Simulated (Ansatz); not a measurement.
Relaxation of CH5BN (8 atoms, charge 0, multiplicity 2), to a largest force component of 0.015 eV/Å in at most 40 steps.

All numbers below come from UKS PBE0/def2-SVP (Ansatz 0.2.0).

```xyz
8
Properties=species:S:1:pos:R:3:forces:R:3
C -0.587 0.789 -0.343 0.13 -0.87 0.19
B 0.529 -0.236 0.215 -0.21 2.05 -0.46
N 0.354 -1.516 0.408 -0.27 -1.09 0.12
H -1.506 0.261 -0.570 -0.56 -0.12 -0.17
H -0.229 1.279 -1.244 0.27 0.21 -0.40
H -0.794 1.554 0.399 -0.01 0.35 0.40
H 1.569 0.287 0.453 0.84 0.15 0.25
H -0.193 -2.346 0.392 -0.19 -0.67 0.07
```

Problem. Where does it end, and by what steps?

Solution. It converged. After 14 steps the energy has fallen by 0.141 eV; H8 moved furthest, 0.53 Å.

```json
{"step": "0", "energy less start (eV)": "0.0000", "largest force component (eV/Å)": "2.049", "accepted": "yes"}
{"step": "1", "energy less start (eV)": "-0.0863", "largest force component (eV/Å)": "0.936", "accepted": "yes"}
{"step": "2", "energy less start (eV)": "-0.1031", "largest force component (eV/Å)": "0.167", "accepted": "yes"}
{"step": "3", "energy less start (eV)": "-0.1105", "largest force component (eV/Å)": "0.381", "accepted": "yes"}
{"step": "4", "energy less start (eV)": "-0.1186", "largest force component (eV/Å)": "0.380", "accepted": "yes"}
{"step": "5", "energy less start (eV)": "-0.1263", "largest force component (eV/Å)": "0.511", "accepted": "yes"}
{"step": "6", "energy less start (eV)": "-0.1302", "largest force component (eV/Å)": "0.410", "accepted": "yes"}
{"step": "7", "energy less start (eV)": "-0.1252", "largest force component (eV/Å)": "0.311", "accepted": "no"}
{"step": "8", "energy less start (eV)": "-0.1381", "largest force component (eV/Å)": "0.142", "accepted": "yes"}
{"step": "9", "energy less start (eV)": "-0.1407", "largest force component (eV/Å)": "0.046", "accepted": "yes"}
{"step": "10", "energy less start (eV)": "-0.1407", "largest force component (eV/Å)": "0.044", "accepted": "yes"}
{"step": "11", "energy less start (eV)": "-0.1407", "largest force component (eV/Å)": "0.089", "accepted": "no"}
{"step": "12", "energy less start (eV)": "-0.1409", "largest force component (eV/Å)": "0.022", "accepted": "yes"}
{"step": "13", "energy less start (eV)": "-0.1410", "largest force component (eV/Å)": "0.022", "accepted": "yes"}
{"step": "14", "energy less start (eV)": "-0.1410", "largest force component (eV/Å)": "0.004", "accepted": "yes"}
```

```xyz
8
Properties=species:S:1:pos:R:3
C -0.623 0.856 -0.367
B 0.382 -0.241 0.174
N 0.129 -1.551 0.333
H -1.612 0.452 -0.622
H -0.194 1.340 -1.259
H -0.745 1.648 0.390
H 1.525 0.087 0.496
H 0.281 -2.518 0.565
```

Time of the run: 46 s on 1 thread of Arm Neoverse V1, with other jobs on the host, peak memory 0.15 GiB.
